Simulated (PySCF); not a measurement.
Compound: HC≡CCF(CH3)2, C5H7F.
Structure used (PBE0-D3(BJ)/def2-SVP), in Å, numbered top down from 1:
```
atom  x, y, z in Å
C1     2.413    0.680    0.299
C2     1.220    0.476    0.295
C3    -0.227    0.214    0.276
C4    -0.828    0.617   -1.062
C5    -0.515   -1.236    0.633
F6    -0.822    1.006    1.252
H7     3.472    0.863    0.306
H8    -0.637    1.682   -1.254
H9    -0.391    0.027   -1.879
H10   -1.915    0.449   -1.038
H11   -1.603   -1.398    0.650
H12   -0.062   -1.915   -0.103
H13   -0.105   -1.466    1.625
```

Level of theory: PBE0-D3(BJ)/def2-SVP geometry optimisation, gas phase (PySCF 2.14.0).

Take the most abundant isotopes and a rigid rotor. 

(1) Give the principal moments of inertia and the rotational constants in MHz.

(2) What kind of rotor is it?

(3) What does the inertial defect say?

(4) Give the other two planar moments, Paa and Pbb, and the rms extents of the mass along the axes.

(5) Which types of transition are allowed, and where do some lines up to J = 4 fall?

(6) Estimate the classical rotational partition function at 25 K, 100 K and 298.15 K.

Answers

(1) Ia = 104.23, Ib = 182.79, Ic = 187.55 u·Å²; 505379 MHz·u·Å²/I gives A = 4849, B = 2765, C = 2695 MHz.

(2) A near-prolate asymmetric top: κ = (2 × 2765 − 4849 − 2695)/(4849 − 2695) ≈ -0.93.

(3) Not planar: Δ = Ic − Ia − Ib = -99.47 u·Å². For a rigid frame Δ = −2 Σ m c², so Σ m c² = 49.73 u·Å² lies off the ab plane: 7.31 from hydrogen and 42.42 from heavier atoms. The atom farthest from that plane is 1.77 Å away.

(4) Paa = Σ m a² = (Ib + Ic − Ia)/2 = 133.06 and Pbb = Σ m b² = (Ia + Ic − Ib)/2 = 54.50 u·Å². With the mass M = 86.05 u, the rms extents √(P/M) along a, b and c are 1.24, 0.80, 0.76 Å.

(5) The dipole components are |μa| = 0.21 D, |μb| = 0.00 D, |μc| = 1.82 D; the mirror of this Cs structure is the ac plane, so μb vanishes by symmetry and there are no b-type lines. Intensities carry the squares of the components, which stand as 0.01 : 1.00 (a : c). Some lines, for components of 0.1 D or more:

| type | branch | J(Ka,Kc) | MHz | lower level (cm⁻¹) |
| --- | --- | --- | --- | --- |
| c | Q | 4(1,4) ← 4(0,4) | 1789 | 1.820 |
| c | Q | 2(1,2) ← 2(0,2) | 2015 | 0.546 |
| c | Q | 1(1,1) ← 1(0,1) | 2084 | 0.182 |
| a | R | 1(0,1) ← 0(0,0) | 5459 | 0.000 |
| c | R | 1(1,0) ← 0(0,0) | 7613 | 0.000 |
| a | R | 2(1,1) ← 1(1,0) | 10989 | 0.254 |
| c | R | 2(1,1) ← 1(0,1) | 13143 | 0.182 |
| c | Q | 4(4,1) ← 4(3,1) | 14830 | 2.457 |
| a | R | 3(1,3) ← 2(1,2) | 16272 | 0.613 |
| a | R | 3(0,3) ← 2(0,2) | 16371 | 0.546 |
| a | R | 3(2,2) ← 2(2,1) | 16378 | 0.829 |
| a | R | 3(2,1) ← 2(2,0) | 16385 | 0.829 |
| a | R | 3(1,2) ← 2(1,1) | 16482 | 0.621 |
| c | R | 2(2,0) ← 1(1,0) | 17242 | 0.254 |
| c | R | 2(2,1) ← 1(1,1) | 17311 | 0.252 |
| a | R | 4(2,3) ← 3(2,2) | 21836 | 1.375 |
| a | R | 4(3,2) ← 3(3,1) | 21841 | 1.729 |
| a | R | 4(3,1) ← 3(3,0) | 21841 | 1.729 |
| a | R | 4(2,2) ← 3(2,1) | 21854 | 1.376 |
| c | R | 3(2,2) ← 2(1,2) | 22840 | 0.613 |
| c | R | 3(3,0) ← 2(2,0) | 26972 | 0.829 |
| c | R | 3(3,1) ← 2(2,1) | 26974 | 0.829 |
| c | R | 4(2,2) ← 3(1,2) | 28010 | 1.170 |
| c | R | 4(2,3) ← 3(1,3) | 28405 | 1.156 |
| c | R | 4(4,0) ← 3(3,0) | 36671 | 1.729 |
| c | R | 4(4,1) ← 3(3,1) | 36671 | 1.729 |

(6) Point group Cs, symmetry number σ = 1; q = (√π/σ)·√((kT/h)³/(ABC)), k/h = 20836.6 MHz/K: 3510 at 25 K, 28000 at 100 K, 144000 at 298.15 K.

PBE0-D3(BJ)/def2-SVP frequencies: not computed here. These are rigid-rotor constants of the computed structure; measured ground-state constants (B0) also hold zero-point vibration. A rigid rotor knows nothing of internal rotation, which can split or shift real lines.

Hardware: Arm Neoverse V1, one thread, no GPU, shared host. Cost: 21 s wall. These figures are those of the optimisation.
